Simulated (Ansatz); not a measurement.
Ansatz (an electronic-structure program) input (B3LYP-D3(BJ)/def2-TZVP):

Ansatz 0.2 input:
```yaml
crystal:
  periodic: [false, false, false]
  atoms:
    - {symbol: C, position_ang: [-0.24807865, -1.00708663, 0.00255785]}
    - {symbol: C, position_ang: [0.48597678, 0.09939048, -0.00405812]}
    - {symbol: C, position_ang: [-0.08650422, 1.38915731, -0.00354353]}
    - {symbol: H, position_ang: [-1.32516849, -0.96994966, 0.00909732]}
    - {symbol: H, position_ang: [0.20568259, -1.98361122, 0.00186389]}
    - {symbol: H, position_ang: [1.56821624, 0.07630353, -0.01090211]}
    - {symbol: N, position_ang: [-0.54136456, 2.44136506, -0.00394510]}
basis:
  gaussian:
    orbitals: def2-TZVP
hamiltonian:
  xc: b3lyp
  dispersion: d3bj
relax: {f_tol: 0.002, max_steps: 150}
```

Output:

```
Functional definition: B3LYP
integrals: 0.04 GiB planned
827 factors; their error is unknown
mean field: 0.48 GiB planned
mean field evaluation 1: about -4643.7599 eV, gradient 5.5e1 eV
mean field evaluation 2: about -4640.7927 eV, gradient 6.6e1 eV
mean field evaluation 4: about -4650.4454 eV, gradient 2.9e0 eV
mean field evaluation 8: about -4650.4643 eV, gradient 1.4e-1 eV
mean field evaluation 16: about -4650.4609 eV, gradient 1.1e-4 eV
mean field -4650.46092565 eV, -170.9012868222 hartree, gradient 1.5e-5 eV, S^2 0.000000; 0 other end points of the search recorded, 0 dependent functions left out
the calculation of the forces begins
reference -4650.46113889 eV, -170.9012946586 hartree; 14, 14 occupied and 128, 128 virtual orbitals, 827 factors
relax step   1: F+E_penalty+E_count = -4650.66262341 eV  Δ(F+E_penalty+E_count) = +0.000e0 eV  max|allowed force component| = 7.214e-1 eV/Å  Δτ_max = 0.0000 Å  (28 SCF iters, accepted)
these checks for a lower state are left out or cut short: starts, cluster_reference, orbital_swaps, neighbouring_geometries, increment
integrals: 0.04 GiB planned
827 factors; their error is unknown
mean field: 0.48 GiB planned
mean field -4650.46996335 eV, -170.9016189515 hartree, gradient 1.9e-5 eV, S^2 0.000000; 0 other end points of the search recorded, 0 dependent functions left out
the calculation of the forces begins
reference -4650.47017718 eV, -170.9016268096 hartree; 14, 14 occupied and 128, 128 virtual orbitals, 827 factors
relax step   2: F+E_penalty+E_count = -4650.67101632 eV  Δ(F+E_penalty+E_count) = -8.393e-3 eV  max|allowed force component| = 2.015e-1 eV/Å  Δτ_max = 0.0159 Å  (34 SCF iters, accepted)
these checks for a lower state are left out or cut short: starts, cluster_reference, orbital_swaps, neighbouring_geometries, increment
integrals: 0.04 GiB planned
827 factors; their error is unknown
mean field: 0.48 GiB planned
mean field evaluation 32: about -4650.4712 eV, gradient 1.9e-5 eV
mean field -4650.47118923 eV, -170.9016640015 hartree, gradient 1.9e-5 eV, S^2 0.000000; 0 other end points of the search recorded, 0 dependent functions left out
the calculation of the forces begins
reference -4650.47140328 eV, -170.9016718680 hartree; 14, 14 occupied and 128, 128 virtual orbitals, 827 factors
relax step   3: F+E_penalty+E_count = -4650.67198954 eV  Δ(F+E_penalty+E_count) = -9.732e-4 eV  max|allowed force component| = 2.785e-2 eV/Å  Δτ_max = 0.0064 Å  (34 SCF iters, accepted)
these checks for a lower state are left out or cut short: starts, cluster_reference, orbital_swaps, neighbouring_geometries, increment
integrals: 0.04 GiB planned
827 factors; their error is unknown
mean field: 0.48 GiB planned
mean field -4650.47124398 eV, -170.9016660138 hartree, gradient 1.9e-5 eV, S^2 0.000000; 0 other end points of the search recorded, 0 dependent functions left out
the calculation of the forces begins
reference -4650.47145810 eV, -170.9016738823 hartree; 14, 14 occupied and 128, 128 virtual orbitals, 827 factors
relax step   4: F+E_penalty+E_count = -4650.67200657 eV  Δ(F+E_penalty+E_count) = -1.704e-5 eV  max|allowed force component| = 3.578e-2 eV/Å  Δτ_max = 0.0043 Å  (34 SCF iters, accepted)
these checks for a lower state are left out or cut short: starts, cluster_reference, orbital_swaps, neighbouring_geometries, increment
integrals: 0.04 GiB planned
827 factors; their error is unknown
mean field: 0.47 GiB planned
mean field -4650.47140305 eV, -170.9016718594 hartree, gradient 1.9e-5 eV, S^2 0.000000; 0 other end points of the search recorded, 0 dependent functions left out
the calculation of the forces begins
reference -4650.47161723 eV, -170.9016797304 hartree; 14, 14 occupied and 128, 128 virtual orbitals, 827 factors
relax step   5: F+E_penalty+E_count = -4650.67212272 eV  Δ(F+E_penalty+E_count) = -1.161e-4 eV  max|allowed force component| = 7.115e-3 eV/Å  Δτ_max = 0.0053 Å  (33 SCF iters, accepted)
these checks for a lower state are left out or cut short: starts, cluster_reference, orbital_swaps, neighbouring_geometries, increment
integrals: 0.04 GiB planned
827 factors; their error is unknown
mean field: 0.48 GiB planned
mean field -4650.47139518 eV, -170.9016715703 hartree, gradient 1.9e-5 eV, S^2 0.000000; 0 other end points of the search recorded, 0 dependent functions left out
the calculation of the forces begins
reference -4650.47160935 eV, -170.9016794408 hartree; 14, 14 occupied and 128, 128 virtual orbitals, 827 factors
relax step   6: F+E_penalty+E_count = -4650.67212516 eV  Δ(F+E_penalty+E_count) = -2.440e-6 eV  max|allowed force component| = 5.897e-3 eV/Å  Δτ_max = 0.0008 Å  (34 SCF iters, accepted)
these checks for a lower state are left out or cut short: starts, cluster_reference, orbital_swaps, neighbouring_geometries, increment
integrals: 0.04 GiB planned
827 factors; their error is unknown
mean field: 0.48 GiB planned
mean field -4650.47140169 eV, -170.9016718096 hartree, gradient 1.9e-5 eV, S^2 0.000000; 0 other end points of the search recorded, 0 dependent functions left out
the calculation of the forces begins
reference -4650.47161587 eV, -170.9016796802 hartree; 14, 14 occupied and 128, 128 virtual orbitals, 827 factors
relax step   7: F+E_penalty+E_count = -4650.67212675 eV  Δ(F+E_penalty+E_count) = -1.595e-6 eV  max|allowed force component| = 6.361e-4 eV/Å  Δτ_max = 0.0003 Å  (34 SCF iters, accepted)
integrals: 0.04 GiB planned
827 factors; their error is unknown
mean field: 0.48 GiB planned
mean field evaluation 64: about -4650.4714 eV, gradient 2.1e-4 eV
mean field -4650.47140169 eV, -170.9016718096 hartree, gradient 1.9e-5 eV, S^2 0.000000; 1 other end points of the search recorded, 0 dependent functions left out
the calculation of the forces begins
reference -4650.47161587 eV, -170.9016796802 hartree; 14, 14 occupied and 128, 128 virtual orbitals, 827 factors
Total energy: -4650.67234092 eV, -170.9090561900 hartree
Atom 0 at    -0.250396    -1.014337     0.002626 Å, force    -0.000285     0.000150     0.000054 eV/Å
Atom 1 at     0.480665     0.097977    -0.004315 Å, force     0.000577     0.000018    -0.000109 eV/Å
Atom 2 at    -0.093036     1.403084    -0.003884 Å, force    -0.000203    -0.000137     0.000146 eV/Å
Atom 3 at    -1.331496    -0.982908     0.009083 Å, force    -0.000636    -0.000268    -0.000081 eV/Å
Atom 4 at     0.224451    -1.985667     0.001974 Å, force     0.000094     0.000166     0.000069 eV/Å
Atom 5 at     1.563556     0.060013    -0.010736 Å, force     0.000419     0.000128    -0.000047 eV/Å
Atom 6 at    -0.534985     2.467407    -0.003679 Å, force     0.000034    -0.000057    -0.000033 eV/Å
Dipole moment:     0.250907    -0.795390     0.000324 e Å
```
